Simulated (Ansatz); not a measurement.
# Which is lower?

Two relaxed structures of AlNH3 (charge -1), closed shell (PBE0-D4/def2-TZVPD; forces vanish, vibrations not checked).

A:

```
5
angstrom
N 0.2794 -1.0905 0.7003
Al -0.2370 0.2310 -0.2874
H 1.1021 -0.9623 1.2862
H -1.5458 0.0828 -1.2446
H 0.4014 1.7391 -0.4545
```

B:

| atom | x (Å) | y (Å) | z (Å) |
| --- | --- | --- | --- |
| N1 | 0.2379 | -0.9499 | 0.7562 |
| Al2 | -0.5629 | 0.2262 | -0.4259 |
| H3 | 1.0958 | -0.7972 | 1.2694 |
| H4 | -0.1414 | -1.8573 | 0.9828 |
| H5 | 0.6206 | 1.4479 | -0.2681 |

Ansatz 0.2.0; basis: def2-TZVPPD; cores frozen in the correlated methods. B3LYP uses VWN-RPA correlation.

(1) Which structure is lower at CCSD(T), and by how much? (An estimate is asked for; the value comes from the calculation.)

The T1 diagnostic stays at or below 0.020. The restricted Hartree–Fock reference is unstable towards an unrestricted one at one or more of these structures.

Answers

(1) The calculation gives: B, by 29.8 kJ/mol (electronic energy, against the other). By their contacts, A is AlNH₃ ([NH][AlH2]), total charge -1 and B is AlNH₃ ([NH2][AlH]), total charge -1.

All methods give the same order:

```
   method  E(B) − E(A) (kJ/mol)
   PBE-D4                 -29.1
r2SCAN-D4                 -22.6
  PBE0-D4                 -39.8
 B3LYP-D4                 -27.6
  wB97M-V                 -33.1
       HF                 -56.5
      MP2                 -13.5
     CCSD                 -36.9
  CCSD(T)                 -29.8
```

Labels in which every atom is bracketed show which atoms are joined, not bond orders.

For scale, one of the runs: CCSD(T)/def2-TZVPPD, 136 basis functions, launched by `ansatz run in.yaml --threads 2 --pin off --events-out ev --progress --plain --max-ram 4352MiB`. Hardware: 2 CPU threads of an Arm Neoverse V2, shared host. Wall time 5 s; peak host memory 0.67 GiB.
